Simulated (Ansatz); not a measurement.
Relaxed structures of CH$_{7}$SSi (charge +1), closed shell (PBE0-D4/def2-TZVP; forces vanish, vibrations not checked; lower isomers may exist, and structures with a doubtful reference or unclear bonds are left out; Å). Computed with Ansatz 0.2.0 (basis: def2-TZVPP); correlated methods freeze the cores.

**Question.** Rank them by CCSD(T) energy, lowest first, and give each one's height above the lowest. Links in brackets join atoms within 1.22 times the sum of their covalent radii (1.1 for two metals). (An estimate is asked for; the value comes from the calculation.)
A.
CH₇SSi ([CH3][SH2][SiH2]), total charge +1
```
10
angstrom
C -1.1361 0.8209 -0.6672
S 0.4760 0.0346 -0.6839
Si 0.7703 -1.4382 1.0602
H -1.8683 0.0183 -0.5815
H -1.2726 1.4087 -1.5732
H -1.1536 1.4475 0.2255
H 1.2372 1.0952 -1.1059
H 0.4795 -0.5905 -1.8848
H 0.9146 -0.1315 1.8236
H 2.1995 -1.4700 0.5550
```
B.
CH₇SSi ([CH3][SH][SiH3]), total charge +1
```
10
angstrom
C -1.1487 0.8467 -0.6413
S 0.4139 0.0164 -1.0240
Si 0.9080 -1.0970 0.8785
H -1.9131 0.0699 -0.6392
H -1.3435 1.5485 -1.4511
H -1.1001 1.3517 0.3207
H 1.2682 1.0474 -0.8522
H -0.1287 -2.1447 0.8567
H 0.7600 -0.0900 1.9462
H 2.2840 -1.5489 0.6056
```
C.
CH₇SSi ([CH2][SH2][SiH3]), total charge +1
```
10
angstrom
C -1.1623 0.6958 -0.8272
S 0.3834 0.2318 -0.9311
Si 0.8721 -1.1106 0.8464
H -1.8278 -0.0878 -0.4895
H -1.5114 1.4592 -1.5103
H 1.0658 -0.3344 -2.0237
H 1.2199 1.3008 -0.8562
H -0.3716 -1.8989 0.8737
H 1.0468 -0.0972 1.8992
H 2.0870 -1.8050 0.3819
```

**Answer.** By the calculation: B (0.000 eV), A (3.109 eV), C (3.743 eV). Heights count from the lowest.

The T1 diagnostic stays at or below 0.016.

For scale, one of the runs: CCSD(T)/def2-TZVPP, 213 basis functions, launched by `ansatz run in.yaml --threads 2 --pin off --events-out ev --progress --plain --max-ram 4352MiB`. Time: 110 s of wall clock on 2 CPU threads of an Arm Neoverse N1; the host was shared. Peak host memory: 2.8 GiB.
